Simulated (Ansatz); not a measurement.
# CH5ClO: the cost of one run

Method: RKS PBE-D4/def2-SVP; program: Ansatz 0.2.0, Gaussian basis.

Levels: PBE-D4, revPBE-D4, BLYP-D4, r2SCAN-D4, B97M-V, PBE0-D4, B3LYP-D4, HSE06-D4, wB97X-V, wB97M-V, B2PLYP, Hartree-Fock, MP2, CCSD, CCSD(T). The reference is CCSD(T) extrapolated to the basis limit.

Correlated methods freeze the cores. B3LYP uses VWN-RPA correlation. B2PLYP carries no dispersion term here.

176 further runs of the same task are left out: 176 set aside as unsound or not needed. Runs told in other sessions of the task aren't counted.

**1. Where the work starts**

The pair, from a GFN2-xTB docking trial: 8 atoms, charge 0, spin multiplicity 1.

Atoms are counted from 1 here; the program's logs count them from 0.

Bond lengths: Cl1–H2 1.277 Å, C3–O4 1.405 Å, C3–H5 1.090 Å, C3–H6 1.097 Å, C3–H7 1.096 Å, O4–H8 0.967 Å. Angles: O4–C3–H5 106.7°, O4–C3–H6 111.8°, O4–C3–H7 111.8°, H5–C3–H6 108.8°, H5–C3–H7 108.9°, H6–C3–H7 108.8°, C3–O4–H8 108.6°.

Coordinates:

```xyz
8
charge 0, multiplicity 1
Cl    0.1789   -0.3872   -2.7126
H    -0.2525    0.8033   -2.5470
C    -0.1307    0.1455    1.1296
O     0.6457   -0.9091    0.6197
H     0.0249    0.1566    2.2083
H    -1.1989   -0.0009    0.9278
H     0.1776    1.1132    0.7173
H     0.5551   -0.9214   -0.3430
```

Atoms 1 to 2 are fragment A (HCl), the rest fragment B (CH₄O).

**2. A first relaxation in a small basis**

pre/in.yaml reads:

```yaml
crystal:
  periodic: [false, false, false]
  atoms:
    - {symbol: Cl, position_ang: [0.178900, -0.387200, -2.712600]}
    - {symbol: H, position_ang: [-0.252500, 0.803300, -2.547000]}
    - {symbol: C, position_ang: [-0.130700, 0.145500, 1.129600]}
    - {symbol: O, position_ang: [0.645700, -0.909100, 0.619700]}
    - {symbol: H, position_ang: [0.024900, 0.156600, 2.208300]}
    - {symbol: H, position_ang: [-1.198900, -0.000900, 0.927800]}
    - {symbol: H, position_ang: [0.177600, 1.113200, 0.717300]}
    - {symbol: H, position_ang: [0.555100, -0.921400, -0.343000]}
basis:
  gaussian: {orbitals: def2-SVP}
hamiltonian: {xc: pbe, dispersion: d4}
relax: {f_tol: 0.03, max_steps: 250}
```

Launch:

```sh
ansatz run in.yaml --threads 4 --pin off --events-out ev --progress --plain --max-ram 9574MiB
```

**Question.** How long does this run take on 4 threads of Arm Neoverse V1, shared host?

About 4.7 s.
